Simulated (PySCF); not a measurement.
Species: ClH₂Si (doublet state).
SMILES with atom numbers: `[SiH2:1][Cl:2]` (hydrogens: H3, H4 on Si1)

Computed, not measured: PySCF, UKS B3LYP, pcH-1 on Cl H Si, non-relativistic, mean-field spin-orbit, GIAO. Isolated species at its GFN2-xTB geometry, gas phase. Couplings are sensitive to structure, and on GFN2-xTB geometries they can be far from those on DFT ones, by a factor of two or more for some ions and for spin on atoms past the first row.

Task: What is the g tensor, term by term?

Result: 
| Δg (ppt) | 1 | 2 | 3 |
| --- | --- | --- | --- |
| relativistic mass correction | -0.15 | -0.15 | -0.15 |
| gauge correction | 0.00 | 0.05 | 0.05 |
| orbital Zeeman/spin–orbit | -0.08 | 4.07 | 7.54 |
| total | -0.23 | 3.97 | 7.44 |

So g = 2.00209, 2.00629, 2.00976 and g_iso = 2.00605; the tensor is rhombic: the two nearest values differ by 45 % of g3 − g1. Axes: g2 points within 15° of the Si1–Cl2 bond.

Task: What are the electron Larmor frequencies g μB B/h along the three axes at 340 mT?

Result: 9.5274, 9.5474, 9.5639 GHz for g1, g2 and g3, a range of 36.5 MHz.

Task: At 94.082 GHz, how far is the centre of the isotropic spectrum from where a free electron (g = 2.002319) resonates?

Result: B = hν/(g μB) with μB/h = 13.99624 MHz/mT gives 3357.08 mT for the free electron and 3350.84 mT at g_iso, 6.24 mT lower.

Task: Average each term over the three axes. Which is largest in size?

Result: The orbital-Zeeman/spin–orbit term 3.84, the mass correction -0.15 and the gauge correction 0.04 ppt, for a total of 3.73 ppt. The orbital-Zeeman/spin–orbit term is the largest in size. The mass correction is the same along every axis, so the anisotropy comes from the other two: their spans along these axes are 0.05 (gauge) and 7.62 ppt (orbital Zeeman/spin–orbit).

Task: In a frozen sample, at which fields do the three g values resonate at 9.5, 34, 94 and 263 GHz (hyperfine left aside), and which band first spreads them over more than twice a line width of 0.5 mT?

Result: 
```
band    GHz  B(g3) mT  B(g2) mT  B(g1) mT  spread mT
   X    9.5    337.73    338.31    339.02       1.29
   Q   34.0   1208.71   1210.80   1213.34       4.63
   W   94.0   3341.74   3347.52   3354.54      12.80
   J  263.0   9349.76   9365.93   9385.56      35.80
```

The spread grows in proportion to the frequency. X band is the first where it exceeds 1.0 mT.

Largest spin populations (Mulliken): Si1 (+0.89) and Cl2 (+0.07). No atom but Si1 exceeds +0.15. The angles at Si1 add up to 335.8°, so it is pyramidal.

The HOMO–LUMO gaps are 5.83 eV among the α and 5.95 eV among the β orbitals.

The run took 8.2 s of wall time (with the writing of density and orbital grids) on Arm Neoverse V2, one thread (shared host), and the process peaked at 0.28 GiB of memory.
